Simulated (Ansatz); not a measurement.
Total energies of Li₃H₆⁻ (the lowest singlet isomer of a short search) from Ansatz at PBE0-D4/def2-TZVPD, gas phase (1 Eh = 27.2114 eV = 2625.5 kJ/mol). The reference geometry is relaxed at PBE-D4/def2-TZVPD.

Cartesian coordinates in Å:
```
Li -0.1189 0.9080 1.4132
Li 0.0497 -0.1806 -0.7462
Li 0.9454 -1.2125 1.2221
H -0.0721 1.6017 -0.2711
H 1.4368 -1.3454 -0.5236
H -1.1987 0.7268 -1.9710
H -0.8320 -0.7153 0.8039
H 1.1471 0.1138 2.4627
H -1.3573 0.1036 -2.3900
```

| state | geometry | energy (Eh) |
| --- | --- | --- |
| charge -1 singlet | reference | -26.08327 |
| charge 0 doublet | reference | -25.96828 |
| charge -1 triplet | relaxed at PBE-D4/def2-TZVPD | -26.04254 |
| charge -1 quintet | relaxed at PBE-D4/def2-TZVPD | -25.96481 |

**Question.** Work out the vertical ionisation energy to the doublet.

**Answer.** E(charge 0 doublet) − E(charge -1 singlet) = -25.96828 − (-26.08327) = 0.11499 Eh = 3.13 eV. For comparison, −ε of the highest occupied level is 1.31 eV at this level, 1.82 eV less.

**Question.** Which of the charge -1 states is lowest, and how far above it are the others?

**Answer.** The singlet. triplet: -26.04254 − (-26.08327) = 0.04073 Eh = 106.9 kJ/mol; quintet: -25.96481 − (-26.08327) = 0.11846 Eh = 311.0 kJ/mol. The triplet differs in its bonds from the reference. The quintet differs in its bonds from the reference.

At PBE0-D4/def2-TZVPD the highest occupied level of the charge -1 triplet lies above zero (up to 0.00 eV). The electron is either unbound and held by the finite basis, or the level is raised by self-interaction error. At PBE0-D4/def2-TZVPD the highest occupied level of the charge -1 quintet lies above zero (up to 0.05 eV).

The structure comes from a short search, and lower isomers may exist.
